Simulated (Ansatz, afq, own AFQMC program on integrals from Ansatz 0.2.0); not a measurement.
H₂ + SiH, doublet in cc-pVTZ along one coordinate

```json
{"atom": "H", "x (Å)": "-2.6481", "y (Å)": "0.0479", "z (Å)": "0.0000"}
{"atom": "H", "x (Å)": "-1.9031", "y (Å)": "0.0479", "z (Å)": "0.0000"}
{"atom": "Si", "x (Å)": "0.1439", "y (Å)": "0.0479", "z (Å)": "0.0000"}
{"atom": "H", "x (Å)": "0.5404", "y (Å)": "-1.4316", "z (Å)": "0.0000"}
```

A hydrogen atom is moved from one rigid fragment to the other; the H1–H2 distance tells how far. The two fragments are held close together, so this isn't a minimum-energy path and the start is a compressed complex. Energies in kJ/mol count from this geometry (0.745 Å) at the same level; the start stands on UHF, each point on the determinant named.

Basis cc-pVTZ. Only valence electrons are correlated. Integrals, coupled cluster, full CI and functionals: Ansatz 0.2.0; the random walks run on the same integrals in our own AFQMC program. ph-AFQMC/CISD is guided by a CISD state made of CCSD amplitudes; releasing the constraint for a short imaginary time cuts its bias at the price of noise, slowly where states lie close. Uncertainties: one standard error, sampling alone.

Cautions, each for one point or more: a spin-contaminated unrestricted determinant lies lower; an unrestricted solution with more broken spin lies lower; higher spins were not checked; raised T1 diagnostic; strong correlation; unrestricted determinant slightly spin contaminated; unrestricted determinant spin contaminated.

```
r(H1–H2) / Å   det.     T1  weight  ⟨S²⟩  B3LYP     PBE  CCSD(T)
       0.918    UHF  0.033    0.88  0.80   35.0    25.0     38.6
       1.005   UHF¶  0.072    0.82  0.97   66.5    51.4     71.7
       1.092   UHF¶  0.032    0.86  0.78   94.8    80.0    104.7
       1.179  ROHF†  0.044    0.87  pure  110.1   101.2    121.5
       1.352   UHF†  0.019    0.90  0.77  138.2  137.5§    142.3
```

Task: Estimate the curve of CCSDT(Q), counted from the same start.

Result: 
| r(H1–H2) / Å | det. | T1 | weight | ⟨S²⟩ | CCSDT(Q) | ph-AFQMC/CISD | released AFQMC |
| --- | --- | --- | --- | --- | --- | --- | --- |
| 0.918 | UHF | 0.033 | 0.88 | 0.80 | 38.1 | 39.1 ± 0.3 | – |
| 1.005 | UHF¶ | 0.072 | 0.82 | 0.97 | 70.2 | 71.6 ± 0.3 | 70.3 ± 0.3* |
| 1.092 | UHF¶ | 0.032 | 0.86 | 0.78 | 103.2 | 104.1 ± 0.3 | – |
| 1.179 | ROHF† | 0.044 | 0.87 | pure | 120.9 | 121.9 ± 0.4 | 120.9 ± 0.3* |
| 1.352 | UHF† | 0.019 | 0.90 | 0.77 | 142.1 | 142.3 ± 0.3 | 142.0 ± 0.3* |

Weight is that of the determinant in the CISD state; at the start T1 is 0.029 and the weight 0.89, and ⟨S²⟩ is 0.80. ¶ marks points with a poor determinant and no full CI, where no value is sure; they don't count among the departures. An asterisk marks released energies that aren't shown to be converged. A dagger marks points whose determinant fills other symmetries than the start's, so the wave-function levels may follow another state there, or a degenerate partner. A dash marks a missing value, a released energy that hasn't settled or a functional that sits on another state. § marks a functional whose ⟨S²⟩ is too high by over 0.1. Largest departures from CCSDT(Q), at the points where its series has closed: CCSD(T) 0.6 kJ/mol at 1.179 (on ROHF), ph-AFQMC/CISD 1.0 kJ/mol at 1.179 (on ROHF). The functionals aren't scored here.

CCSDT and higher add their correlation energy to the determinant of the CCSD(T) run, since their own runs factorise the integrals more tightly (a shift of under 2 meV). A walk keeps the symmetry of its determinant, which the program's search chose and which needn't be the lowest solution, so a lower state of the same spin and another symmetry isn't excluded.
